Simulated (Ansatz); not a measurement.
**Molecular dynamics of H₆OSi**

input.yaml

```yaml
crystal:
  periodic: [false, false, false]
  atoms:
    - { symbol: Si, position_ang: [-0.5994, -0.3796, -0.3601] }
    - { symbol: H, position_ang: [0.9249, -1.0045, 0.5403] }
    - { symbol: H, position_ang: [-0.1163, -1.0506, -1.5586] }
    - { symbol: H, position_ang: [-1.4229, -1.0898, 0.6078] }
    - { symbol: H, position_ang: [-1.4642, 0.7018, -0.863] }
    - { symbol: H, position_ang: [1.2903, -0.1198, 0.7442] }
    - { symbol: O, position_ang: [0.7102, 0.9889, 0.4521] }
    - { symbol: H, position_ang: [0.6774, 1.9536, 0.4373] }
magnetization:
  spin_polarized: true
basis:
  gaussian: { orbitals: def2-SVP }
hamiltonian:
  xc: lda
md:
  timestep: 0.5
  n_steps: 150
  ensemble: nve
  temperature: 300.0
  initial_velocities: maxwell_boltzmann
  seed: 41307
```

Launched with:

```bash
$ ansatz run input.yaml --threads 1 --pin off --max-ram 2048MiB --backend cpu --events-out ev --progress --plain --runs-dir out
```

It starts from a rough guess of a transition structure, not a stationary point.

Output, in part (one step line in 3, the closing report, with atoms numbered from 0):

```
md step     0: t =     0.00 fs  T =   300.0 K  F+E_penalty+E_count = -9967.90146652 eV  E_kin = 0.232668 eV  conserved = -9967.66879853 eV  (25 SCF iters)
md step     3: t =     1.50 fs  T =   248.5 K  F+E_penalty+E_count = -9967.86004231 eV  E_kin = 0.192739 eV  conserved = -9967.66730316 eV  (28 SCF iters)
md step     6: t =     3.00 fs  T =   292.7 K  F+E_penalty+E_count = -9967.89564425 eV  E_kin = 0.226985 eV  conserved = -9967.66865969 eV  (28 SCF iters)
md step     9: t =     4.50 fs  T =   287.3 K  F+E_penalty+E_count = -9967.89092325 eV  E_kin = 0.222821 eV  conserved = -9967.66810205 eV  (28 SCF iters)
md step    12: t =     6.00 fs  T =   278.8 K  F+E_penalty+E_count = -9967.88338817 eV  E_kin = 0.216223 eV  conserved = -9967.66716511 eV  (30 SCF iters)
md step    15: t =     7.50 fs  T =   404.9 K  F+E_penalty+E_count = -9967.98191121 eV  E_kin = 0.314013 eV  conserved = -9967.66789812 eV  (29 SCF iters)
md step    18: t =     9.00 fs  T =   545.2 K  F+E_penalty+E_count = -9968.09200932 eV  E_kin = 0.422810 eV  conserved = -9967.66919952 eV  (29 SCF iters)
md step    21: t =    10.50 fs  T =   545.1 K  F+E_penalty+E_count = -9968.09039398 eV  E_kin = 0.422760 eV  conserved = -9967.66763409 eV  (29 SCF iters)
md step    24: t =    12.00 fs  T =   591.7 K  F+E_penalty+E_count = -9968.12724807 eV  E_kin = 0.458891 eV  conserved = -9967.66835704 eV  (29 SCF iters)
md step    27: t =    13.50 fs  T =   636.0 K  F+E_penalty+E_count = -9968.16151352 eV  E_kin = 0.493283 eV  conserved = -9967.66823053 eV  (28 SCF iters)
md step    30: t =    15.00 fs  T =   673.6 K  F+E_penalty+E_count = -9968.18990582 eV  E_kin = 0.522443 eV  conserved = -9967.66746260 eV  (28 SCF iters)
md step    33: t =    16.50 fs  T =   809.9 K  F+E_penalty+E_count = -9968.29633328 eV  E_kin = 0.628103 eV  conserved = -9967.66822990 eV  (28 SCF iters)
md step    36: t =    18.00 fs  T =   919.9 K  F+E_penalty+E_count = -9968.38299449 eV  E_kin = 0.713464 eV  conserved = -9967.66953021 eV  (25 SCF iters)
md step    39: t =    19.50 fs  T =   853.7 K  F+E_penalty+E_count = -9968.32992985 eV  E_kin = 0.662129 eV  conserved = -9967.66780084 eV  (27 SCF iters)
md step    42: t =    21.00 fs  T =   897.6 K  F+E_penalty+E_count = -9968.36327820 eV  E_kin = 0.696155 eV  conserved = -9967.66712287 eV  (27 SCF iters)
md step    45: t =    22.50 fs  T =  1192.1 K  F+E_penalty+E_count = -9968.59356746 eV  E_kin = 0.924519 eV  conserved = -9967.66904839 eV  (27 SCF iters)
md step    48: t =    24.00 fs  T =  1459.2 K  F+E_penalty+E_count = -9968.80068995 eV  E_kin = 1.131718 eV  conserved = -9967.66897150 eV  (27 SCF iters)
md step    51: t =    25.50 fs  T =  1671.5 K  F+E_penalty+E_count = -9968.96461695 eV  E_kin = 1.296349 eV  conserved = -9967.66826748 eV  (27 SCF iters)
md step    54: t =    27.00 fs  T =  1902.1 K  F+E_penalty+E_count = -9969.14479775 eV  E_kin = 1.475158 eV  conserved = -9967.66964015 eV  (26 SCF iters)
md step    57: t =    28.50 fs  T =  1970.6 K  F+E_penalty+E_count = -9969.19773795 eV  E_kin = 1.528349 eV  conserved = -9967.66938942 eV  (25 SCF iters)
md step    60: t =    30.00 fs  T =  1966.7 K  F+E_penalty+E_count = -9969.19241123 eV  E_kin = 1.525303 eV  conserved = -9967.66710834 eV  (25 SCF iters)
md step    63: t =    31.50 fs  T =  2131.6 K  F+E_penalty+E_count = -9969.32442074 eV  E_kin = 1.653183 eV  conserved = -9967.67123802 eV  (25 SCF iters)
md step    66: t =    33.00 fs  T =  2012.8 K  F+E_penalty+E_count = -9969.22971641 eV  E_kin = 1.561052 eV  conserved = -9967.66866422 eV  (25 SCF iters)
md step    69: t =    34.50 fs  T =  1859.8 K  F+E_penalty+E_count = -9969.10940150 eV  E_kin = 1.442353 eV  conserved = -9967.66704867 eV  (25 SCF iters)
md step    72: t =    36.00 fs  T =  1912.3 K  F+E_penalty+E_count = -9969.15297454 eV  E_kin = 1.483090 eV  conserved = -9967.66988500 eV  (25 SCF iters)
md step    75: t =    37.50 fs  T =  1837.0 K  F+E_penalty+E_count = -9969.09230435 eV  E_kin = 1.424737 eV  conserved = -9967.66756749 eV  (24 SCF iters)
md step    78: t =    39.00 fs  T =  1977.9 K  F+E_penalty+E_count = -9969.20224394 eV  E_kin = 1.533996 eV  conserved = -9967.66824809 eV  (25 SCF iters)
md step    81: t =    40.50 fs  T =  2212.5 K  F+E_penalty+E_count = -9969.38742275 eV  E_kin = 1.715965 eV  conserved = -9967.67145765 eV  (25 SCF iters)
md step    84: t =    42.00 fs  T =  2067.2 K  F+E_penalty+E_count = -9969.27114550 eV  E_kin = 1.603223 eV  conserved = -9967.66792289 eV  (25 SCF iters)
md step    87: t =    43.50 fs  T =  2007.9 K  F+E_penalty+E_count = -9969.22522861 eV  E_kin = 1.557249 eV  conserved = -9967.66797992 eV  (25 SCF iters)
md step    90: t =    45.00 fs  T =  2046.8 K  F+E_penalty+E_count = -9969.25769662 eV  E_kin = 1.587424 eV  conserved = -9967.67027225 eV  (25 SCF iters)
md step    93: t =    46.50 fs  T =  1971.3 K  F+E_penalty+E_count = -9969.19596275 eV  E_kin = 1.528866 eV  conserved = -9967.66709712 eV  (26 SCF iters)
md step    96: t =    48.00 fs  T =  2044.5 K  F+E_penalty+E_count = -9969.25605367 eV  E_kin = 1.585610 eV  conserved = -9967.67044397 eV  (26 SCF iters)
md step    99: t =    49.50 fs  T =  1889.7 K  F+E_penalty+E_count = -9969.13457850 eV  E_kin = 1.465547 eV  conserved = -9967.66903119 eV  (26 SCF iters)
md step   102: t =    51.00 fs  T =  1656.9 K  F+E_penalty+E_count = -9968.95177910 eV  E_kin = 1.285033 eV  conserved = -9967.66674633 eV  (26 SCF iters)
md step   105: t =    52.50 fs  T =  1672.2 K  F+E_penalty+E_count = -9968.96594766 eV  E_kin = 1.296908 eV  conserved = -9967.66903974 eV  (26 SCF iters)
md step   108: t =    54.00 fs  T =  1685.9 K  F+E_penalty+E_count = -9968.97560136 eV  E_kin = 1.307534 eV  conserved = -9967.66806766 eV  (26 SCF iters)
md step   111: t =    55.50 fs  T =  1775.4 K  F+E_penalty+E_count = -9969.04582272 eV  E_kin = 1.376897 eV  conserved = -9967.66892595 eV  (25 SCF iters)
md step   114: t =    57.00 fs  T =  1882.9 K  F+E_penalty+E_count = -9969.12984105 eV  E_kin = 1.460277 eV  conserved = -9967.66956405 eV  (26 SCF iters)
md step   117: t =    58.50 fs  T =  1852.5 K  F+E_penalty+E_count = -9969.10522431 eV  E_kin = 1.436738 eV  conserved = -9967.66848624 eV  (26 SCF iters)
md step   120: t =    60.00 fs  T =  1831.2 K  F+E_penalty+E_count = -9969.08829381 eV  E_kin = 1.420235 eV  conserved = -9967.66805902 eV  (27 SCF iters)
md step   123: t =    61.50 fs  T =  1880.4 K  F+E_penalty+E_count = -9969.12749358 eV  E_kin = 1.458379 eV  conserved = -9967.66911498 eV  (24 SCF iters)
md step   126: t =    63.00 fs  T =  1917.0 K  F+E_penalty+E_count = -9969.15646500 eV  E_kin = 1.486725 eV  conserved = -9967.66973958 eV  (24 SCF iters)
md step   129: t =    64.50 fs  T =  1854.9 K  F+E_penalty+E_count = -9969.10780940 eV  E_kin = 1.438576 eV  conserved = -9967.66923293 eV  (25 SCF iters)
md step   132: t =    66.00 fs  T =  1683.5 K  F+E_penalty+E_count = -9968.97456119 eV  E_kin = 1.305667 eV  conserved = -9967.66889419 eV  (26 SCF iters)
md step   135: t =    67.50 fs  T =  1521.3 K  F+E_penalty+E_count = -9968.84730448 eV  E_kin = 1.179889 eV  conserved = -9967.66741552 eV  (26 SCF iters)
md step   138: t =    69.00 fs  T =  1517.1 K  F+E_penalty+E_count = -9968.84545781 eV  E_kin = 1.176614 eV  conserved = -9967.66884383 eV  (26 SCF iters)
md step   141: t =    70.50 fs  T =  1581.4 K  F+E_penalty+E_count = -9968.89438684 eV  E_kin = 1.226461 eV  conserved = -9967.66792540 eV  (25 SCF iters)
md step   144: t =    72.00 fs  T =  1731.6 K  F+E_penalty+E_count = -9969.01262719 eV  E_kin = 1.342923 eV  conserved = -9967.66970387 eV  (24 SCF iters)
md step   147: t =    73.50 fs  T =  1788.4 K  F+E_penalty+E_count = -9969.05635086 eV  E_kin = 1.386977 eV  conserved = -9967.66937378 eV  (25 SCF iters)
md step   150: t =    75.00 fs  T =  1764.2 K  F+E_penalty+E_count = -9969.03639065 eV  E_kin = 1.368211 eV  conserved = -9967.66818001 eV  (25 SCF iters)
Total energy: -9969.03643031 eV, -366.3553315583 hartree
Atom 0 at    -0.539419    -0.133733    -0.325902 Å, force    -1.187731     1.914970    -0.922575 eV/Å
Atom 1 at     2.928218    -5.368236     1.871726 Å, force     0.705710     1.675769     0.330104 eV/Å
Atom 2 at     0.265266    -0.828555    -1.309258 Å, force     0.357693    -0.882623    -0.828904 eV/Å
Atom 3 at    -0.986078    -0.981951     0.756433 Å, force    -0.341655    -0.815989     0.775343 eV/Å
Atom 4 at    -1.743471     0.643690    -0.956112 Å, force     0.253347    -0.990998     0.054551 eV/Å
Atom 5 at     3.253620    -4.595389     2.023986 Å, force    -0.705810    -1.675751    -0.330146 eV/Å
Atom 6 at     0.305518     1.103669     0.213525 Å, force     1.579306     1.777184     1.211444 eV/Å
Atom 7 at     0.923571     1.849143     0.355077 Å, force    -0.660861    -1.002563    -0.289818 eV/Å
Dipole moment:     0.238312     0.149586     0.057754 e Å
```

All steps were run. The conserved energy stayed within 0.39 meV per atom of its start (net change 0.077 meV per atom), so the integration is sound. The system heated up, since it started high on the potential surface and ran downhill. A run of 0.075 ps of so small a system gives no equilibrium averages. The orbitals stay closed-shell, which can raise the energy where a bond breaks towards radicals; this wasn't checked here.

The step under study would form Si1–O7, H2–H6 and break Si1–H2, H6–O7. These pairs go: Si1–O7 2.06 → 1.59 Å, H2–H6 0.98 → 0.85 Å, Si1–H2 1.88 → 6.65 Å, H6–O7 1.28 → 6.67 Å. In the last frame they stand as after the step (other bonds may differ from the relaxed reactants and products). It ends as H2 + H4OSi. Pairs count as bonded within 1.25 times the sum of covalent radii (0.12 Å more for H–H).

Last frame:

```xyz
8
Properties=species:S:1:pos:R:3
Si -0.539 -0.134 -0.326
H 2.928 -5.368 1.872
H 0.265 -0.829 -1.309
H -0.986 -0.982 0.756
H -1.744 0.644 -0.956
H 3.254 -4.595 2.024
O 0.305 1.104 0.213
H 0.924 1.849 0.355
```

Run time: 2.5 min on 1 thread of Arm Neoverse V1, with other jobs on the host, peak memory 0.11 GiB.
